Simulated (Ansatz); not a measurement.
# BH₄O (doublet): wave-function methods side by side at distance O1–H3 along a hydrogen transfer = 1.137 Å, cc-pVDZ

How much of the correlation energy of BH₄O (doublet) does each wave-function method recover here?

Program: Ansatz 0.2.0, Gaussian basis. Level of theory: cc-pVDZ, core rule «outside noble gas», up to 2 orbitals frozen. These are calculated values, not measurements.

To be run: UHF; CCSD(T) on ROHF; CCSD(T) on UHF; BCCD(T) on ROHF; CISD; CCSDT(Q) on ROHF; CCSDT(Q) on UHF; CASSCF and MRCISD+Q, 3 electrons in 3 orbitals; CASSCF and NEVPT2, 3 electrons in 3 orbitals.

6 further runs of the same task are left out: 1 for a mislabelled method, 4 that didn't finish, 1 set aside as unsound or not needed.

## Step 1: What is computed

The geometry derives from fragments relaxed apart (PBE0/def2-TZVP) and kept rigid, so it is no stationary point. A hydrogen atom is moved between rigid fragments.

6 atoms, charge 0, spin multiplicity 2.

Atoms are counted from 1 here; the program's logs count them from 0.

Bond lengths: O1–H2 0.960 Å, O1–H3 1.137 Å, B4–H5 1.191 Å, B4–H6 1.191 Å. Angles: H2–O1–H3 105.1°, H5–B4–H6 129.4°.

## Step 2: UHF

Input file in.yaml:

```yaml
crystal:
  periodic: [false, false, false]
  atoms:
    - {symbol: O, position_ang: [-1.205560, -0.030281, 0.000000]}
    - {symbol: H, position_ang: [-1.454869, 0.896295, 0.000000]}
    - {symbol: H, position_ang: [-0.068560, -0.030281, 0.000000]}
    - {symbol: B, position_ang: [1.543440, -0.030281, 0.000000]}
    - {symbol: H, position_ang: [2.052514, -0.030281, 1.077008]}
    - {symbol: H, position_ang: [2.052513, -0.030281, -1.077009]}
basis:
  gaussian: {orbitals: cc-pVDZ}
magnetization: {spin_polarized: true, initial_magnetization: 1}
hamiltonian: {xc: hf}
output: {orbitals: {seedname: orbitals}}
```

On the command line:

```console
$ ansatz run in.yaml --threads 1 --pin off --events-out ev --progress --plain --max-ram 2393MiB
```

After this run come: CCSD(T) on ROHF; CCSD(T) on UHF; BCCD(T) on ROHF; CISD; CCSDT(Q) on ROHF; CCSDT(Q) on UHF; CASSCF and MRCISD+Q, 3 electrons in 3 orbitals; CASSCF and NEVPT2, 3 electrons in 3 orbitals.

**Question.** What will the summary of the whole plan be? Wanted: UCCSDT(Q) below the RHF energy; RMP2 from UCCSDT(Q); UMP2 from UCCSDT(Q); RCCSD from UCCSDT(Q); RCCSD(T) from UCCSDT(Q); UCCSD(T) from UCCSDT(Q); RCCSDT(Q) from UCCSDT(Q); NEVPT2 pair from UCCSDT(Q); MRCISD+Q pair from UCCSDT(Q).

The runs gave:

| quantity | value |
| --- | --- |
| UCCSDT(Q) below the RHF energy | -8.8133 eV |
| RMP2 from UCCSDT(Q) | +971.4 meV |
| UMP2 from UCCSDT(Q) | +1021.8 meV |
| RCCSD from UCCSDT(Q) | +203.6 meV |
| RCCSD(T) from UCCSDT(Q) | +38.3 meV |
| UCCSD(T) from UCCSDT(Q) | +38.5 meV |
| RCCSDT(Q) from UCCSDT(Q) | +0.6 meV |
| NEVPT2 pair from UCCSDT(Q) | +970.4 meV |
| MRCISD+Q pair from UCCSDT(Q) | +104.2 meV |
| levels within 1 kcal/mol (43 meV) | RCCSD(T), UCCSD(T), BCCD(T), RCCSDT, UCCSDT, RCCSDT(Q) |
| T1 diagnostic | 0.021 |

In words: RCCSD(T) misses by +38.3 meV, 0.4 % of the correlation energy. Of the multireference levels listed MRCISD+Q pair comes nearest in total energy (+104.2 meV), which doesn't show that its space is the better one. These misses are within one basis, not against nature; the frozen cores of restricted and unrestricted runs differ, which can shift their rows.
